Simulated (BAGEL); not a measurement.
# OH− (hydroxide): PBE0/aug-cc-pVTZ (density fitting with qzvpp-jkfit)

Aim: the energy change on altering one bond length of OH− (hydroxide) at PBE0/aug-cc-pVTZ (density fitting with qzvpp-jkfit), from 2 runs. 

Program for the calculation: BAGEL 1.2.2.

## Step 1: The molecule

OH− has 2 atoms, charge -1, and is taken as a singlet. SMILES: `[OH-]`. The shape is that of a PBE0-D4/def2-TZVPD optimisation.

Bond lengths: O1–H2 0.964 Å.

## Step 2: The energy at PBE0/aug-cc-pVTZ (density fitting with qzvpp-jkfit)

dft.json reads:

```json
{ "bagel": [

{
  "title": "molecule",
  "basis": "aug-cc-pvtz.json",
  "df_basis": "qzvpp-jkfit",
  "angstrom": true,
  "geometry": [
    { "atom": "O", "xyz": [       0.411800,      -0.131800,       0.212500 ] },
    { "atom": "H", "xyz": [      -0.411800,       0.131800,      -0.212500 ] }
  ]
},

{ "title": "ks", "xc_func": "pbe0", "charge": -1 },

{ "title": "print", "file": "orbitals.molden", "orbitals": true }

]}
```

The basis set aug-cc-pVTZ is read from a file made from the Basis Set Exchange's data (not shown).

The run is started by

```sh
$ BAGEL_NUM_THREADS=1 BAGEL dft.json > dft.out
```

Standard output:

```text
* using 1 threads per process

  ===============================================================
  ===============================================================

  *** Geometry ***

  { "atom" : "O", "xyz" : [      0.778189,     -0.249066,      0.401567 ] },
  { "atom" : "H", "xyz" : [     -0.778189,      0.249066,     -0.401567 ] },

  Number of auxiliary basis functions:       95

  Since a DF basis is specified, we compute 2- and 3-index integrals:
    o Being stored without compression. Storage requirement is 0.004 GB

  Number of basis functions:       69
  Number of electrons      :        9

    * METHOD: MOLECULE                             0.02

  *** Kohn-Sham DFT ***

    * Removing 1506 points whose weight is below 1.00e-10
    * Grid points: 28306

  === Nuclear Repulsion ===
     4.3935670399

       - DIIS with orbital gradients will be used.

  === KS iteration (pbe0 / aug-cc-pvtz.json) ===
      0        -60.91750648          0.14272261           0.05
      1        -62.99555301          0.14242316           0.04
      2        -68.48110944          0.12883102           0.04
      3        -75.49032457          0.03940583           0.04
      4        -75.38956766          0.04614852           0.04
      5        -75.34270820          0.04875828           0.04
      6        -75.70114228          0.01680310           0.04
      7        -75.73018016          0.01057850           0.04
      8        -75.74437908          0.00096498           0.04
      9        -75.74449332          0.00011722           0.04
     10        -75.74449510          0.00000437           0.04
     11        -75.74449510          0.00000032           0.04
     12        -75.74449510          0.00000007           0.04
     13        -75.74449510          0.00000001           0.04
    * SCF iteration converged.

    * Permanent dipole moment:
           (    0.467506,    -0.149629,     0.241249) a.u.

    * METHOD: KS                                   0.62

    * METHOD: PRINT                                0.01

  ===============================================================
```

It took 0.79 s on 1 thread of Arm Neoverse V1, shared host; peak memory 0.12 GiB.

## Step 3: The distorted shape at the same level

dft.json reads:

```json
{ "bagel" : [

{
  "title" : "molecule",
  "basis" : "aug-cc-pvtz.json",
  "df_basis" : "qzvpp-jkfit",
  "angstrom" : true,
  "geometry" : [
    { "atom" : "O", "xyz" : [    0.823580,   -0.263594,    0.424990 ] },
    { "atom" : "H", "xyz" : [   -0.411800,    0.131800,   -0.212500 ] }
  ]
},
{ "title" : "ks", "xc_func" : "pbe0", "charge" : -1 },
{ "title" : "print", "file" : "orbitals.molden", "orbitals" : true }

]}
```

The basis set aug-cc-pVTZ is read from a file made from the Basis Set Exchange's data (not shown).

The run is started by

```sh
$ BAGEL_NUM_THREADS=1 BAGEL dft.json > dft.out
```

Standard output:

```text
* using 1 threads per process

  ===============================================================
  ===============================================================

  *** Geometry ***

  { "atom" : "O", "xyz" : [      1.556341,     -0.498120,      0.803115 ] },
  { "atom" : "H", "xyz" : [     -0.778189,      0.249066,     -0.401567 ] },

  Number of auxiliary basis functions:       95

  Since a DF basis is specified, we compute 2- and 3-index integrals:
    o Being stored without compression. Storage requirement is 0.004 GB

  Number of basis functions:       69
  Number of electrons      :        9

    * METHOD: MOLECULE                             0.02

  *** Kohn-Sham DFT ***

    * Removing 1015 points whose weight is below 1.00e-10
    * Grid points: 28797

  === Nuclear Repulsion ===
     2.9290916036

       - DIIS with orbital gradients will be used.

  === KS iteration (pbe0 / aug-cc-pvtz.json) ===
      0        -60.58025512          0.12051877           0.05
      1        -63.39140470          0.11701350           0.04
      2        -67.87525024          0.10763478           0.04
      3        -75.27534273          0.04217726           0.04
      4        -74.81493268          0.06228553           0.04
      5        -75.55927066          0.02834644           0.04
      6        -75.65272436          0.00802210           0.04
      7        -75.65976474          0.00366363           0.04
      8        -75.66173740          0.00062419           0.04
      9        -75.66179020          0.00005398           0.04
     10        -75.66179065          0.00000626           0.04
     11        -75.66179066          0.00000093           0.04
     12        -75.66179066          0.00000004           0.04
     13        -75.66179066          0.00000002           0.04
     14        -75.66179066          0.00000000           0.04
    * SCF iteration converged.

    * Permanent dipole moment:
           (    0.159171,    -0.050942,     0.082136) a.u.

    * METHOD: KS                                   0.66

    * METHOD: PRINT                                0.01

  ===============================================================
```

Wall time 0.83 s (1 thread of Arm Neoverse V1, shared host); peak memory 0.12 GiB.

## Step 4: Results

Level: PBE0/aug-cc-pVTZ (density fitting with qzvpp-jkfit).

| quantity | value |
| --- | --- |
| first shape: total energy | -75.74450 Eh |
| first shape: HOMO energy | 0.84 eV |
| first shape: LUMO energy | 4.04 eV |
| first shape: HOMO–LUMO gap (to an unbound level, set by the basis) | 3.20 eV |
| distorted shape: total energy | -75.66179 Eh |
| distorted shape: HOMO energy | 0.50 eV |
| distorted shape: LUMO energy | 3.87 eV |
| distorted shape: HOMO–LUMO gap (to an unbound level, set by the basis) | 3.38 eV |
| energy change with the O1–H2 bond stretched from 0.964 to 1.445 Å | 2.251 eV |

What this shows: With the O1–H2 bond stretched from 0.964 to 1.445 Å the energy rises by 2.25 eV (217 kJ/mol). The HOMO (first shape) lies at positive energy, 0.84 eV; only total energies tell whether the electron is bound. The HOMO (distorted shape) lies at positive energy, 0.50 eV; only total energies tell whether the electron is bound.
